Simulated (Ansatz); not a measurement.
The first iterations of a band of H4O2Si (7 atoms, charge 0, multiplicity 1).

All numbers below come from RKS PBE-D4/def2-SVP (Ansatz 0.2.0).

```
movable images  : 7
climbing image  : yes
spring          : 5.0 eV/Å²
optimiser       : quadratic models (default)
start path      : through a guess of the saddle point
force threshold : 0.03 eV/Å
iteration limit : 60
end points      : relaxed
```

First end point:

```xyz
7
Properties=species:S:1:pos:R:3
Si 0.151 -0.046 0.101
H 0.009 0.135 1.595
H 1.563 0.018 -0.368
O -0.630 1.209 -0.690
H -1.506 1.452 -0.345
O -0.398 -1.575 -0.317
H -1.184 -1.889 0.162
```

Last end point:

```xyz
7
Properties=species:S:1:pos:R:3
Si -1.897 -0.381 -0.988
H 1.416 -0.199 0.956
H 2.087 0.049 1.245
O -1.524 1.253 -0.912
H -0.754 1.481 -0.350
O -0.662 -0.966 0.032
H -0.661 -1.934 0.155
```

| iteration | highest image above the first end (eV) | largest band force component (eV/Å) |
| --- | --- | --- |
| 1 | 269.424 | 1935.012 |
| 2 | 68.310 | 362.832 |
| 3 | 50.398 | 264.125 |
| 4 | 30.578 | 175.597 |
| 5 | 17.696 | 91.464 |
| 6 | 14.155 | 64.242 |
| 7 | 11.969 | 50.199 |
| 8 | 7.976 | 30.860 |
| 9 | 5.445 | 15.088 |
| 10 | 3.905 | 6.725 |
| 11 | 3.033 | 3.616 |
| 12 | 3.392 | 5.341 |
| 13 | 3.232 | 2.834 |
| 14 | 3.320 | 1.958 |
| 15 | 3.154 | 2.287 |
| 16 | 2.975 | 1.359 |
| 17 | 2.687 | 1.348 |
| 18 | 2.481 | 1.601 |
| 19 | 2.343 | 1.171 |
| 20 | 2.115 | 1.190 |

Problem. Does the band converge within its limit, and where does its top end?

Solution. It did not converge within its limit. It ended after 60 iterations with the highest image 1.696 eV above the first end. The band didn't meet its force threshold, so its energies are provisional: the largest band force was still 0.50 eV/Å, and over the last iterations the top moved between 1.70 and 1.73 eV. Neighbouring images lie up to 1.7 Å apart, so the band is torn or far too coarse. The orbitals stay closed-shell, which can raise the energy where a bond breaks towards radicals; this wasn't checked here.

Run time: 7.4 min on 1 thread of Arm Neoverse V2, on a shared host, peak memory 0.1 GiB.
